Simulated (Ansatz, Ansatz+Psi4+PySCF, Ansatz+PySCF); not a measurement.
```yaml
atoms:
  - { symbol: N, position_ang: [0.0000, 0.0000, 0.1299] }
  - { symbol: H, position_ang: [0.0000, 0.0000, -0.9095] }
```

Basis set: cc-pVTZ (spherical functions). Left uncorrelated: 1 orbital. Correlation on ROHF uses semicanonical orbitals with singles. Charge 0, multiplicity 3.

Computed with Ansatz (development build ahead of 0.2.0); each method stands on the lowest determinant of its kind that the runs found.

(1) Give the atomization energy at this shape (free ground-state atoms in the same class of orbitals less the molecule, no zero-point energy) of triplet NH by UHF-CCSD(T), ROHF-MP2, UHF-MP2.

Answers

(1)

```
     method  atomization energy
UHF-CCSD(T)             3.43 eV
   ROHF-MP2             3.33 eV
    UHF-MP2             3.31 eV
```
